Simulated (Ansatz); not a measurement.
**Multireference treatment of SiH₄, singlet**

Program: Ansatz, Gaussian basis, development build. Basis cc-pVDZ, nonrelativistic, 5 orbitals frozen in the corrections. State-specific CASSCF; RHF is the lowest restricted (open-shell) Hartree–Fock solution met. Solutions may break the symmetry of the shape. No proof that the lowest CASSCF solution was found.

Geometry:

```xyz
5

Si    0.0000    0.0000    0.0000
H     0.7929    0.7929    0.7929
H     0.7929   -0.7929   -0.7929
H    -0.7929    0.7929   -0.7929
H    -0.7929   -0.7929    0.7929
```

**Question.** What do CASSCF and its corrections give against RHF in CAS(8,8), and what are the occupations?

**Answer.** CASSCF -1.330 eV, SC-NEVPT2 -3.179 eV; occupations 1.99, 1.98, 1.98, 1.98, 0.02, 0.01, 0.01, 0.01.
